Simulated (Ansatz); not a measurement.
# AlH₂− (singlet): PBE, revPBE, r2SCAN over a scan of the angle H2–Al1–H3, 6-31++G**

Aim: run AlH₂− (singlet) with these functionals over a scan of the angle H2–Al1–H3, and hold them against the top wave-function level at the same points.

Method: 6-31++G**, all electrons in the functionals; program: Ansatz 0.2.0, Gaussian basis.

Plan: PBE, revPBE, r2SCAN, at 67.0°; 84.2°; 93.2°; 107.1°; 125.3°; 137.5°; 159.5°; 180.0°.

13 further runs of the same task are left out: 7 that didn't finish, 6 set aside as unsound or not needed.

### 1 The system

The geometry derives from a PBE0/def2-TZVPD stationary point (not a proven minimum). One angle is set to the value named; bond lengths are kept.

3 atoms, charge -1, spin multiplicity 1.

Atoms are counted from 1 here; the program's logs count them from 0.

Bond lengths: Al1–H2 1.697 Å, Al1–H3 1.697 Å. Angles: H2–Al1–H3 93.2°.

Geometry (Å):

```xyz
3
charge -1, multiplicity 1
Al    0.00000   -0.08105    0.00000
H     0.00000    1.08479   -1.23288
H     0.00000    1.08479    1.23288
```

No dispersion term is added.

The geometry shown and the zero of energy belong to the point 93.2°. The yardstick, FCI, and other wave-function levels (R restricted, U unrestricted, valence and pair active spaces) come from earlier runs.

### 2 PBE, 67.0°

Contents of in.yaml:

```yaml
crystal:
  periodic: [false, false, false]
  atoms:
    - {symbol: Al, position_ang: [0.000000, -0.098366, 0.000000]}
    - {symbol: H, position_ang: [0.000000, 1.316583, -0.936535]}
    - {symbol: H, position_ang: [0.000000, 1.316583, 0.936534]}
basis:
  gaussian: {orbitals: "6-31++G**"}
total_charge: -1
magnetization: {spin_polarized: true, initial_magnetization: 0}
hamiltonian: {xc: {name: PBE}}
output: {orbitals: {seedname: orbitals}}
```

Run with:

```bash
ansatz run in.yaml --threads 1 --pin off --events-out ev --progress --plain --max-ram 2393MiB
```

Further steps of the session: PBE, 84.2°; PBE, 93.2°; PBE, 107.1°; PBE, 125.3°; PBE, 137.5°; PBE, 159.5°; PBE, 180.0°; revPBE, 67.0°; revPBE, 84.2°; revPBE, 93.2°; revPBE, 107.1°; revPBE, 125.3°; revPBE, 137.5°; revPBE, 159.5°; revPBE, 180.0°; r2SCAN, 67.0°; r2SCAN, 84.2°; r2SCAN, 93.2°; r2SCAN, 107.1°; r2SCAN, 125.3°; r2SCAN, 137.5°; r2SCAN, 159.5°; r2SCAN, 180.0°.

Before running them: what should the planned runs give, taken together? Wanted: span of the FCI curve; largest miss, PBE; largest miss, revPBE; largest miss, r2SCAN; largest miss, RCCSD(T); largest miss, UCCSD(T).

As calculated:

| quantity | value |
| --- | --- |
| span of the FCI curve | 222.2 kJ/mol |
| largest miss, PBE | -15.5 kJ/mol (137.5°) |
| largest miss, revPBE | -16.9 kJ/mol (137.5°) |
| largest miss, r2SCAN | -23.7 kJ/mol (137.5°) |
| largest miss, RCCSD(T) | +4.1 kJ/mol (180.0°) |
| largest miss, UCCSD(T) | -4.0 kJ/mol (137.5°) |

Of the functionals, PBE keep the smallest largest miss at the points compared (at most 15.5 kJ/mol) and r2SCAN strays most (23.7 kJ/mol, at 137.5°). PBE, revPBE, r2SCAN clearly break the spin symmetry at some points (⟨S²⟩ up to 1.00 above the pure value), so energy there is bought with a mixed spin. Functionals and the yardstick converge differently with the basis, so part of each miss in 6-31++G** is the basis.
